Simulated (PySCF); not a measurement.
These 2 structures share the formula C3H5F2N. The calculation used PBE0-D3(BJ)/def2-SVP geometry optimisation, gas phase (PySCF). One conformer each; no zero-point energy, no entropy. No frequencies were run at this level. Point groups hold within 0.08 Å.

Question: Rank from lowest to highest electronic energy at this level (kJ/mol).
A. `[F:1][CH:2]([F:3])[C@@H:4]1[CH2:5][NH:6]1` with F1–C2–C4–C5 -88°
B. `[CH3:1]/[N:2]=[CH:3]/[CH:4]([F:5])[F:6]` with N2–C3–C4–F5 -121°

Answer: B (0.0), A (24.5).

As drawn, the lower has a C=N bond, which the higher lacks; the higher has a three-membered ring and an N–H bond, which the lower lacks.

| SMILES | E (Eh) | E rel (kJ/mol) | dipole (D) | point group | A, B, C (MHz) |
| --- | --- | --- | --- | --- | --- |
| C/N=C/C(F)F | -371.06957 | 0.0 | 2.21 | Cs | 8695, 1841, 1631 |
| FC(F)[C@@H]1CN1 | -371.06025 | 24.5 | 2.62 | C1 | 6903, 2669, 2086 |

Q: How do the relative energies change in single points at PBE0/pcSseg-1 (no added dispersion term) on the same geometries?

A: 
| SMILES | PBE0-D3(BJ)/def2-SVP (kJ/mol) | PBE0/pcSseg-1 (kJ/mol) | shift |
| --- | --- | --- | --- |
| C/N=C/C(F)F | 0.0 | 0.0 | 0.0 |
| FC(F)[C@@H]1CN1 | 24.5 | 31.3 | +6.8 |

Each column counts from its own lowest isomer. The order is unchanged; the largest shift is 6.8 kJ/mol.
